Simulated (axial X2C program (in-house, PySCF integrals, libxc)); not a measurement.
**NaMg⁺: cheaper levels and CCSD(T), two-component**

All values were computed with an in-house all-electron X2C program for linear molecules (integrals from PySCF). Two-component (2c) means X2C with spin–orbit coupling and atomic mean-field two-electron Coulomb and Gaunt terms. Basis: Mg dyall-cv3z [9s8p6d3f], Na dyall-cv3z [9s8p5d2f] (cores contracted in-house); Gaussian nuclei, density fitting, unrestricted open shells. Masses: Mg 23.985 u, Na 22.990 u.

State: Ω = 0 (closed shell); fragments Mg + Na+.

```tsv
level	Re (Å)	ωe (cm⁻¹)	De (eV)
PBE0	3.197	154.9	0.650
HF	3.321	140.7	0.520
MP2	3.234	150.3	0.570
CCSD	3.243	150.3	0.569
BHandHLYP	3.181	155.8	0.632
```

Correlated methods: 10 electrons correlated (number of frozen shells: Mg 2 s, 1 p; Na 1 s), 266 virtual spin orbitals or spinors in MP2, 90 natural virtuals in coupled cluster.

CCSD(T), same Hamiltonian and basis:

Re = 3.234 Å, ωe = 151.5 cm⁻¹, De = 0.57 eV; T1 = 0.006 (Lee–Taylor normalisation).

**Question.** Give the differences from CCSD(T) in the columns below.

**Answer.** 

```csv
level,ΔRe (Å),Δωe (cm⁻¹),ΔDe (eV)
PBE0,-0.037,3.4,0.08
HF,0.087,-10.8,-0.05
MP2,0.000,-1.2,0.00
CCSD,0.009,-1.2,0.00
BHandHLYP,-0.053,4.3,0.06
```

The state is a single determinant with fixed occupations, the lowest that a limited PBE0 search found. Dissociation energies refer to the lowest single-determinant-based atoms at the same level and basis. Coupled cluster ran in a truncated set of natural virtual spinors; the MP2 energy of the rest was added. (T) has no such correction and the atoms are truncated less, which lowers De at CCSD(T) by a hundredth of an eV or more.
